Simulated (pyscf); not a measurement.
This saddle point was located with ωB97X-D3(BJ)/def2-SVP in PySCF.

```xyz
6

Ga     0.1659    -0.1544     1.1248
H     -1.7371     0.6904     1.3084
N     -0.9672    -0.2381    -0.6461
H     -1.6984     0.2569     0.3842
H     -1.0898    -1.1117    -1.1583
H     -0.8898     0.5223    -1.3229
```

Surface: singlet, charge 0. Lowest wavenumbers (cm⁻¹): 1518i, 262, 444, 493, 599.

Task: Which two sides does it connect, and which bonds change?

Result: `[GaH]` [singlet] + `[NH3]` ⇌ `[NH2][Ga]` [singlet] + `[H][H]`, a four-centre exchange read from left to right: Ga–H, H–N broken and Ga–N, H–H formed. At ωB97M-D3(BJ)/def2-TZVP it lies +14.6 kcal/mol from the left side and +28.6 kcal/mol from the right (each side as separated species at their lowest minima found). On the reactant side the descent ends in a bound adduct, 13.7 kcal/mol under the separated species and 26.4 kcal/mol under the saddle at ωB97X-D3(BJ)/def2-TZVP. At the saddle there is also a short Ga–H contact that neither side keeps. This is the saddle that the search found; another between the same sides may lie lower. Elements up to Kr have no core potential and no relativistic terms here.
